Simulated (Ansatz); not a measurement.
Working through a ladder of basis sets of C2H4Si, SMILES C1=C[SiH2]1

With Ansatz's Python interface.

Run as a notebook:

**Cell 1**
```python
import ansatz as az
```

**Cell 2**
```python
GEOMETRY = """
C    -0.75110   -0.45830   -0.22030
C     0.29960   -0.27740   -0.92320
Si    0.41690    0.45980    0.65480
H    -1.70640   -0.81650   -0.30590
H     0.71410   -0.52710   -1.89500
H     0.09230    1.90190    0.84410
H     0.99580   -0.35040    1.79980
"""
```

**Cell 3**
```python
molecule = az.Crystal.molecule()
for line in GEOMETRY.strip().splitlines():
    symbol, *xyz = line.split()
    molecule = molecule.atom(symbol, [float(v) for v in xyz])

calculation = molecule.calculation().correlation("MP2")

energies = {}
for basis in ["cc-pVDZ", "cc-pVTZ"]:
    report = calculation.basis(gaussian=basis).run(threads=1).report
    size = report["n_frozen"] + report["n_occupied"][0] + report["n_virtual"][0]
    energies[basis] = (report["reference_energy_ev"] / 27.211386246, report["free_energy_ev"] / 27.211386246)
    print(f"{basis:14s} {size:4d} orbitals  reference {energies[basis][0]:14.6f} Ha  total {energies[basis][1]:14.6f} Ha")
```
Output:
```text
cc-pVDZ          66 orbitals  reference    -366.892353 Ha  total    -367.245768 Ha
cc-pVTZ         150 orbitals  reference    -366.936563 Ha  total    -367.369862 Ha
```

**Cell 4**
```python
# two-point extrapolation: the basis-set error of the correlation energy falls as X^-3
small, large = (energies[b][1] - energies[b][0] for b in ("cc-pVDZ", "cc-pVTZ"))
limit = (3 ** 3 * large - 2 ** 3 * small) / (3 ** 3 - 2 ** 3)
print(f"correlation energy: {small:.6f} and {large:.6f} Ha, extrapolated {limit:.6f} Ha")
print(f"share caught by the larger set: {100 * large / limit:.1f} %")
```
Output:
```text
correlation energy: -0.353415 and -0.433298 Ha, extrapolated -0.466934 Ha
share caught by the larger set: 92.8 %
```

Against cc-pVDZ: cc-pVTZ -124.1 mHa. The last step alone is -124.09 mHa. From the first set to the last the time grows from 0.8 to 3.3 s.

The drop along the ladder measures the basis error, and is no property of the molecule. The geometry is a force-field or estimated start, not a minimum of this method, and the last set is no limit. Much of the fall in a total is atomic energy, which cancels in bond and reaction energies. Inner cores stay frozen, so this is valence correlation. For Al to Cl the sets with a tight d function, cc-pV(X+d)Z, are usual. An extrapolation from small basis sets is rough. Hardware and time: 4.6 s on 1 thread of Arm Neoverse N1 (shared host), peak memory 0.28 GiB.
